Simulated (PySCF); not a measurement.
Species, as SMILES: OCl (OH-Cl).
Geometry (B3LYP-D3(BJ)/def2-TZVP, fixed):
```xyz
3

O      0.0220     1.1044    -0.0012
H     -0.9233     1.3146     0.0160
Cl     0.0439    -0.5970    -0.0004
```

Basis-set convergence of the mean static polarisability at HF with PySCF. All functions are spherical. Density fitting with generated auxiliary sets. No added dispersion term, no relativity. Reference: the value in aug-pcseg-3, 21.99 bohr³, itself unsure by roughly 0.5 % (its mean distance from aug-cc-pV(Q+d)Z, aug-pcseg-2, aug-cc-pV(T+d)Z). Deviations are taken from unrounded values.

| basis | functions |
|---|---|
| def2-SVP | 37 |
| pcseg-1 | 37 |
| Sadlej pVTZ | 65 |
| def2-TZVP | 74 |
| pcseg-2 | 78 |
| def2-TZVPP | 87 |
| def2-QZVPP | 157 |
| pcseg-3 | 157 |
| pcseg-4 | 267 |

Problem. Which is the smallest set listed that can be trusted to 5 % here, that is, within that of the reference together with its larger relatives (same family, alike in diffuse functions; a set with none to test it counts only in the reference's own line)?

Solution. Of the sets listed that have larger relatives (same family, alike in diffuse functions), none stays within 5 % of the reference together with them. Inside, with no larger relative to test it: Sadlej pVTZ, pcseg-4. Value minus reference over the reference: def2-SVP -39.3, pcseg-1 -35.7, Sadlej pVTZ -0.3, def2-TZVP -23.8, pcseg-2 -27.6, def2-TZVPP -22.3, def2-QZVPP -10.9, pcseg-3 -10.7, pcseg-4 -2.4 %.
